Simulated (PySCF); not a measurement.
# Spin-Hamiltonian simulation

Molecule: `C/C=C/C(=O)F`, C₄H₅FO.

Geometry:
```
atom   x (Å)   y (Å)   z (Å)
  C1  -1.721  -0.424  -0.014
  C2  -0.272  -0.358  -0.307
  C3   0.594   0.451   0.308
  C4   2.004   0.439  -0.039
  O5   2.594  -0.221  -0.827
  F6   2.696   1.360   0.705
  H7  -2.292  -0.199  -0.915
  H8  -1.988  -1.436   0.289
  H9  -2.001   0.272   0.772
 H10   0.099  -1.022  -1.079
 H11   0.292   1.141   1.081
```

How the numbers were obtained: NMR shieldings at PBE0/pcSseg-1/GIAO, B3LYP/pcJ-1 coupling constants (spin–dipole term only in couplings to heteroatoms), geometry: GFN2-xTB, in PySCF 2.14 (one averaged value for each set of equivalent atoms, isolated molecule, a single conformation, no relativistic terms).

Referencing at the same level of theory: $^{1}$H (31.72 ppm) vs TMS.

The 6-spin Hamiltonian (Zeeman plus full scalar coupling among like nuclei) was diagonalised exactly; lines are Lorentzian, 0.5 Hz wide, and the maxima above 3 % are listed with the tallest set to 100.

Peak list at 800 MHz for the spins F6/H7/H8/H9/H10/H11:
| Hz | ppm | height |
| --- | --- | --- |
| 6188.3 | 7.735 | 9 |
| 6180.2 | 7.725 | 28 |
| 6172.1 | 7.715 | 38 |
| 6164.0 | 7.705 | 38 |
| 6155.9 | 7.695 | 29 |
| 6147.8 | 7.685 | 10 |
| 4798.6 | 5.998 | 5 |
| 4796.3 | 5.995 | 15 |
| 4794.0 | 5.992 | 15 |
| 4792.4 | 5.991 | 6 |
| 4791.7 | 5.990 | 6 |
| 4790.1 | 5.988 | 15 |
| 4787.8 | 5.985 | 15 |
| 4785.5 | 5.982 | 5 |
| 4782.4 | 5.978 | 5 |
| 4780.1 | 5.975 | 14 |
| 4777.8 | 5.972 | 15 |
| 4776.2 | 5.970 | 6 |
| 4775.5 | 5.969 | 6 |
| 4773.9 | 5.967 | 15 |
| 4771.6 | 5.965 | 14 |
| 4769.3 | 5.962 | 5 |
| 1765.2 | 2.207 | 100 |
| 1762.9 | 2.204 | 100 |
| 1757.1 | 2.196 | 100 |
| 1754.8 | 2.194 | 99 |

Question: Extract the chemical shifts and coupling constants behind this pattern (give the signs of the calculation).

Answer: 
Shifts (ppm): F6 42.8, H7/H8/H9 2.20, H10 7.71, H11 5.98.
Couplings (Hz): F6–H7, F6–H8, F6–H9: 0.2; F6–H11: -6.2; H7–H8, H7–H9, H8–H9: -16.5; H7–H10, H8–H10, H9–H10: 8.1; H7–H11, H8–H11, H9–H11: -2.3; H10–H11: 16.2.
These are the parameters used. A line list fixes at most the relative signs, and those only where coupling is strong; other parameter sets or atom labellings may fit too, and couplings well below the line width leave little trace. Couplings within a CH3 group never show.

Unscaled 3J(H,H) at this level run about 10 % above measured values.
